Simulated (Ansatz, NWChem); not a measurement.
## Predicting a hybrid from its neighbours: CN−

CN−: 2 atoms, total charge -1, spin state singlet. As SMILES, `[C-]#N`. The shape is that of a PBE0-D4/def2-TZVPD optimisation.

The vertical energy of the triplet above the singlet y, in eV, basis aug-cc-pVTZ; a is the functional's share of exact exchange. Programs: Ansatz 0.2.0, NWChem 7.3.0.

| functional | program | a | y (eV) |
| --- | --- | --- | --- |
| revPBE | Ansatz | 0 | 4.93 |
| TPSS | NWChem | 0 | 5.04 |
| B3LYP | Ansatz | 0.2 | 5.36 |
| r2SCAN0 | Ansatz | 0.25 | 5.31 |
| PBE0 | Ansatz | 0.25 | ? |
| BHLYP | Ansatz | 0.5 | 5.63 |

Task: Fit y = c + s·a to the known rows and predict PBE0.

Result: 
1. Means of the 5 rows: a = 0.1900, y = 5.254.
2. Σ(Δa)² = 0.172, Σ(Δa·Δy) = 0.2232, so the slope is 0.2232/0.172 = 1.2977.
3. Intercept: 5.254 − (1.2977) × 0.1900 = 5.007. The largest residual of the fit is 0.093.
4. PBE0: 5.007 + (1.2977) × 0.25 = 5.33 eV.

The run gave 5.26 eV, so the prediction is off by +0.07 eV, within the scatter of the fit. The rows mix families of semi-local functionals, which the line can't see.
